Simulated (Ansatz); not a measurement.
The input, for Ansatz 0.2.0:

```yaml
crystal:
  periodic: [false, false, false]
  atoms:
    - {symbol: N, position_ang: [0.123015, 0.028155, 2.138752]}
    - {symbol: Ga, position_ang: [-0.041859, 0.017930, 0.390967]}
    - {symbol: P, position_ang: [0.034761, -0.094685, -1.788937]}
    - {symbol: H, position_ang: [0.117870, 1.278121, -1.791890]}
basis:
  gaussian: {orbitals: cc-pVDZ}
magnetization: {spin_polarized: false}
correlation: {method: bccd, electrons: outside_noble_gas, diis_vectors: 1}
output: {forces: true}
```

```sh
$ ansatz run in.yaml --threads 1 --pin off --events-out ev --progress --plain --max-ram 2393MiB
```

The program prints:

```
697 factors; integrals over basis functions are off by at most 1.2e-3 eV
mean field evaluation 1: about -63079.5241 eV, gradient 6.7e1 eV
mean field evaluation 2: about -63079.5332 eV, gradient 6.7e1 eV
mean field evaluation 4: about -63093.8246 eV, gradient 1.6e1 eV
mean field evaluation 8: about -63097.5999 eV, gradient 4.4e0 eV
mean field evaluation 16: about -63097.7861 eV, gradient 3.0e-6 eV
mean field evaluation 32: about -63097.7792 eV, gradient 5.8e-1 eV
mean field evaluation 64: about -63097.2628 eV, gradient 5.4e-2 eV
mean field evaluation 96: about -63097.7855 eV, gradient 1.6e-1 eV
mean field evaluation 128: about -63077.8333 eV, gradient 4.3e1 eV
mean field evaluation 160: about -63096.8199 eV, gradient 7.0e0 eV
...
mean field -63097.78608063 eV, -2318.8008692478 hartree, gradient 6.1e-6 eV, S^2 0.000000; 9 other end points of the search recorded, 0 dependent functions left out; unrestricted orbitals would lower it
...
determinant -63097.78608063 eV, -2318.8008692478 hartree, with singles and doubles -63107.52480795 eV, -2319.1587608754 hartree
determinant -63097.26260934 eV, -2318.7816320326 hartree, with singles and doubles -63106.10048616 eV, -2319.1064180153 hartree
unrestricted determinant -63099.50560899 eV, -2318.8640607493 hartree, S^2 1.3414
20 core orbitals not correlated: weight in the atoms' cores, before any rotation towards them, 0.950 or more for the frozen orbitals, at most 0.045 for the correlated occupied ones
reference -63097.78608063 eV, -2318.8008692478 hartree; 7, 7 occupied and 37, 37 virtual orbitals, 697 factors
second order -8.05988489 eV of doubles, -0.00000000 eV of singles
...
cycle 119  -9.62926967 eV  change    1.1e-7 eV  update   2.7e-7
cycle 120  -9.62926979 eV  change   -1.2e-7 eV  update   2.6e-7
cycle 121  -9.62926962 eV  change    1.8e-7 eV  update   2.5e-7
cycle 122  -9.62926979 eV  change   -1.7e-7 eV  update   2.5e-7
cycle 123  -9.62926967 eV  change    1.1e-7 eV  update   2.4e-7
cycle 124  -9.62926978 eV  change   -1.0e-7 eV  update   2.4e-7
cycle 125  -9.62926963 eV  change    1.5e-7 eV  update   2.3e-7
cycle 126  -9.62926979 eV  change   -1.6e-7 eV  update   2.2e-7
cycle 127  -9.62926968 eV  change    1.2e-7 eV  update   2.2e-7
cycle 128  -9.62926976 eV  change   -8.7e-8 eV  update   2.1e-7
WARN: the results are in doubt because among natural orbitals full CI differs from the method by -0.517 eV
the calculation of the forces begins
Total energy: -63107.41535040 eV, -2319.1547383846 hartree
Atom 0 at     0.123015     0.028155     2.138752 Å, force    -0.016130     0.035784     0.450489 eV/Å
Atom 1 at    -0.041859     0.017930     0.390967 Å, force     0.017058    -0.114343     0.671391 eV/Å
Atom 2 at     0.034761    -0.094685    -1.788937 Å, force    -0.100702    -1.425364    -0.944072 eV/Å
Atom 3 at     0.117870     1.278121    -1.791890 Å, force     0.099774     1.503923    -0.177809 eV/Å
Dipole moment:    -0.081662     0.104703    -0.730228 e Å
In doubt: among natural orbitals full CI differs from the method by -0.517 eV
```

Forces (eV/Å):
```
N   -0.016  0.036  0.450
Ga   0.017 -0.114  0.671
P   -0.101 -1.425 -0.944
H    0.100  1.504 -0.178
```

The singles that turn the determinant into the Brueckner one have T1 = 0.136.

Ran on 1 thread of Arm Neoverse V1, shared host: 43 s wall, 0.2 GiB peak host memory.
